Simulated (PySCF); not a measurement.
# NaAl: spin, charge, geometry and surroundings

How does NaAl answer to another spin, charge, distance or environment?

Computed with PySCF 2.14.0. Level: each script names its method and basis.

3 further runs of the same task are left out: 3 that didn't finish.

## (1) The system as given

NaAl: 2 atoms, charge 0, spin multiplicity 1.

Bond lengths: Na1–Al2 2.770 Å.

## (2) The run that the others are compared with

Input file input.py:

```python
from pyscf import gto, scf, tdscf

mol = gto.M(
    atom='Na 0 0 0; Al 0 0 2.77',
    basis='jorge-dzp-dkh',
    charge=0,
    spin=0,
    verbose=4,
)
mf = scf.RHF(mol)
mf = mf.sfx2c1e()
mf.kernel()
td = tdscf.TDHF(mf)
td.nstates = 5
td.kernel()
td.analyze()
mf.dip_moment()
print('orbital energies (hartree):', mf.mo_energy[..., max(0, mol.nelec[1]-3):mol.nelec[0]+3].round(4))
```

Launch:

```bash
$ OMP_NUM_THREADS=1 python input.py
```

Its log is not repeated here.

It gives: E(SCF) = -404.350367 Eh, 9 cycles, μ = 3.61 D, excitations 0.24, 0.24, 2.49, 3.00, 3.00 eV.

The bond length is a typed value, not an optimised one.

## (3) PCM, ε = 32.6

Variant 1 changes solvent: none (gas phase) → PCM, ε = 32.6; step after the SCF: tddft → analyze.

Input file input.py:

```python
from pyscf import gto, scf, solvent

mol = gto.M(
    atom='Na 0 0 0; Al 0 0 2.77',
    basis='jorge-dzp-dkh',
    charge=0,
    spin=0,
    verbose=4,
)
mf = scf.RHF(mol)
mf = mf.sfx2c1e()
mf = solvent.PCM(mf)
mf.with_solvent.eps = 32.6
mf.kernel()
mf.analyze()
print('orbital energies (hartree):', mf.mo_energy[..., max(0, mol.nelec[1]-3):mol.nelec[0]+3].round(4))
```

Launch:

```bash
$ OMP_NUM_THREADS=1 python input.py
```

## (4) Electric field 0.05 a.u.

Variant 2 changes electric field: none → 0.05 a.u.

input.py: that of step 2 with these lines changed.

```diff
@@ -11,2 +11,7 @@
 mf = mf.sfx2c1e()
+field = 0.05  # electric field along z, atomic units
+h = mf.get_hcore() + field*mol.intor('int1e_r')[2]
+mf.get_hcore = lambda *args: h
+e_nuc = mol.energy_nuc() - field*mol.atom_charges() @ mol.atom_coords()[:, 2]
+mf.energy_nuc = lambda *args: e_nuc
 mf.kernel()
```

## (5) Bond 3.102 Å

Variant 3 changes bond length: 2.77 Å → 3.102 Å.

input.py: that of step 2 with these lines changed.

```diff
@@ -3,3 +3,3 @@
 mol = gto.M(
-    atom='Na 0 0 0; Al 0 0 2.77',
+    atom='Na 0 0 0; Al 0 0 3.102',
     basis='jorge-dzp-dkh',
```

## (6) Bond 2.853 Å

Variant 4 changes bond length: 2.77 Å → 2.853 Å.

input.py: that of step 2 with these lines changed.

```diff
@@ -3,3 +3,3 @@
 mol = gto.M(
-    atom='Na 0 0 0; Al 0 0 2.77',
+    atom='Na 0 0 0; Al 0 0 2.853',
     basis='jorge-dzp-dkh',
```

What does the calculation give? Wanted: for each run, E(SCF); from base; gap; SCF dipole; after the SCF.

As calculated:

| run | E(SCF) (hartree) | from base (eV) | cycles | gap (eV) | SCF dipole (D) | after the SCF |
| --- | --- | --- | --- | --- | --- | --- |
| base | -404.350367 | 0 | 9 | 5.17 | 3.61 | lowest root found 0.24 eV |
| PCM, ε = 32.6 | -404.362239 | -0.3230 | 12 | 5.67 | 9.20 | n/a |
| electric field 0.05 a.u. | -404.757151 | -11.0691 | 8 | 6.19 | 38.52 | lowest root found 3.39 eV |
| bond 3.102 Å | -404.358342 | -0.2170 | 9 | 5.09 | 3.46 | lowest root found 0.43 eV |
| bond 2.853 Å | -404.353569 | -0.0871 | 9 | 5.18 | 3.59 | lowest root found 0.31 eV |

What this shows: Of the runs whose energies can be compared, “electric field 0.05 a.u.” moves the SCF energy most (-11.069 eV). A continuum solvent with ε = 32.6 lowers the energy by 0.323 eV.
